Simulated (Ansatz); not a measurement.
## 1T (CdI2-type) SnSe₂

Level of theory: PBEsol in Ansatz (plane waves, PAW).

Cell: relaxed at this level.

```
Property                       Result
-------------------------  ----------
interlayer binding energy  4.7 meV/Å²
layer repeat distance         6.154 Å
gap between the layers        2.981 Å
```

Note: the cell comes from a level without a dispersion term, which matters for the spacing of layers, chains or molecules.

Spin–orbit coupling is not included.

The result took roughly 2.7 core-minutes.

Ansatz is a quantum-chemistry and plane-wave program.
